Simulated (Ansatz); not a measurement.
Bulk modulus (GPa) along a series of related solids, from LDA (PAW; Ansatz, an electronic-structure program); PBEsol (Ansatz, plane waves, PAW).

```tsv
solid	LDA	PBEsol	measured
hcp Be	131	?	–
hcp Mg	39.7	37.3	38.6
fcc Ca	19.1	18.0	–
fcc Sr	14.0	12.4	12.5
bcc Ba	10.2	9.16	9.34
```

Task: Estimate the withheld PBEsol value from the other rows.

Result: One way: carry over the typical ratio. The ratios PBEsol / LDA of the other rows, in order: 0.886, 0.898, 0.940, 0.942; median 0.9190. hcp Be: 131 × 0.9190 = 120 GPa; the run gives 124 GPa. The ratios spread from 0.886 to 0.942, so such an estimate is rough. hcp Be lies outside that spread.

PBEsol less measured, from the printed values: hcp Mg -3.4 %, fcc Sr -0.8 %, bcc Ba -1.9 %.

Members of the series are missing where a level wasn't run or failed, where a doubt is noted on the run or the magnetic state, for phases of high temperature or layered ones, and where values are held back for tests. The withheld row was drawn at random.

Spin–orbit coupling is left out, also for the solids with elements from indium on (bcc Ba); its size isn't shown.

Each level is taken at its own relaxed cell. Ansatz's density-functional and Hartree–Fock values are scalar-relativistic unless marked +SOC, with PAW data made under PBE.

Measured values are for low temperature or corrected to a static lattice. References as tabulated in Levämäki et al. (2014), arXiv:1402.3671; Lejaeghere et al. (2013), arXiv:1204.2733.
